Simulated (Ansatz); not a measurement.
A displaced shape of singlet CH₂S:

```csv
atom,x (Å),y (Å),z (Å)
C,-0.0340,-0.0204,-1.0521
S,-0.0354,0.0071,0.5501
H,-0.0320,-0.9570,-1.6398
H,-0.0064,0.8801,-1.6131
```

It was optimised with HF/def2-SVP in Ansatz (development build ahead of 0.2.0) to forces under 0.001 eV/Å, with restricted orbitals. Each step stands on the lowest determinant of that kind that the program's search found.

Task: What shape does it relax to, and how does the optimisation go?

Result:

| atom | x (Å) | y (Å) | z (Å) |
| --- | --- | --- | --- |
| C | -0.0262 | -0.0235 | -1.0458 |
| S | -0.0366 | -0.0097 | 0.5479 |
| H | -0.0347 | -0.9470 | -1.6206 |
| H | -0.0103 | 0.8900 | -1.6363 |

Bond lengths: C1–S2 1.594 Å, C1–H3 1.088 Å, C1–H4 1.088 Å. Angles: S2–C1–H3 122.4°, S2–C1–H4 122.4°, H3–C1–H4 115.2°.

```csv
step,E − E(start) (eV),largest force (eV/Å)
1,0.0000,1.2667
2,0.4277,3.7005
3,0.0826,1.6343
4,-0.0025,1.1428
5,-0.0135,0.7120
6,-0.0214,0.3912
7,-0.0220,0.2943
8,-0.0225,0.1973
9,-0.0227,0.1716
10,-0.0228,0.1411
11,-0.0229,0.1046
12,-0.0231,0.0970
13,-0.0240,0.0515
14,-0.0240,0.0340
15,-0.0240,0.0131
16,-0.0240,0.0139
17,-0.0240,0.0192
18,-0.0240,0.0069
19,-0.0240,0.0065
20,-0.0240,0.0054
21,-0.0240,0.0028
22,-0.0240,0.0011
23,-0.0240,0.0149
24,-0.0240,0.0006
```

The optimisation ended after 24 steps with its threshold met.
